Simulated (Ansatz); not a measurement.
What does this script print? It uses the Python package of Ansatz (0.2.0).

The script, `run_adiabatic.py`:
```python
# -*- coding: utf-8 -*-
'''Vertical and adiabatic ionisation of AlP.'''

import itertools
import warnings

import ansatz as az
from ase.data import atomic_numbers, covalent_radii
import numpy as np

BASIS = 'def2-SVP'
XC = 'PBE0'
CHARGE = 1

warnings.simplefilter('ignore', az.DeckWarning)

geometry_ang = [
    ('Al', (0.0, 0.0, 0.0)),
    ('P', (0.0, 0.0, 2.26)),
]
mol = az.Crystal.molecule()
for symbol, xyz in geometry_ang:
    mol = mol.atom(symbol, xyz)

model = (
    mol.calculation()
    .basis(gaussian=BASIS)
    .functional(XC)
    .spin('collinear', total=2)
)
symbols = [site.symbol for site in mol.cartesian_sites]
start = np.array([site.position_ang for site in mol.cartesian_sites], dtype=float)
report = model.relax(force_tolerance=0.01).run(threads=1).report
end = np.array(report['positions_ang'])

minimum = az.Crystal.molecule()
for symbol, place in zip(symbols, end):
    minimum = minimum.atom(symbol, place.tolist())
ion = minimum.calculation().basis(gaussian=BASIS).functional(XC).charge(CHARGE).spin('collinear', total=1)
vertical = ion.run(threads=1).report
settled = ion.relax(force_tolerance=0.01, max_steps=80).run(threads=1).report
print(f'vertical ionisation energy   {vertical["free_energy_ev"] - report["free_energy_ev"]:.3f} eV')
print(f'adiabatic, no zero point     {settled["free_energy_ev"] - report["free_energy_ev"]:.3f} eV')
print(f'relaxation energy of the ion {vertical["free_energy_ev"] - settled["free_energy_ev"]:.3f} eV')
ionised = np.array(settled['positions_ang'])
# pairs closer than 1.2 times the sum of covalent radii, before or after
radius = [covalent_radii[atomic_numbers[s]] for s in symbols]
span = lambda where, i, j: np.linalg.norm(where[i] - where[j])
bonded = [(i, j) for i, j in itertools.combinations(range(len(symbols)), 2) if min(span(end, i, j), span(ionised, i, j)) < 1.2 * (radius[i] + radius[j])]
print('pair        before    after (A)')
for i, j in bonded:
    print(f'{symbols[i]}{i}-{symbols[j]}{j}'.ljust(10), f'{span(end, i, j):8.4f} {span(ionised, i, j):8.4f}')
```

```console
$ python run_adiabatic.py
vertical ionisation energy   8.017 eV
adiabatic, no zero point     7.866 eV
relaxation energy of the ion 0.151 eV
pair        before    after (A)
Al0-P1       2.2076   2.3938
```

Caveats:
- The energies are electronic: no zero-point or thermal terms, and the basis set is short of its limit. The product may relax into another structure. The relaxation finds the nearest minimum, so the adiabatic value is an upper bound.
- The species is open-shell (spin multiplicity 3).
- The expectation value of S² is noticeably off S(S+1) in at least one run, so that state is spin-contaminated.
- Only the spin states typed were run; another state of an ion can lie lower, by up to an eV or two.
- The spin state was assumed, and another may lie lower.
- Wall time of the script: 21 s on 1 thread of Arm Neoverse V1, with other jobs on the host, peak memory 0.18 GiB.
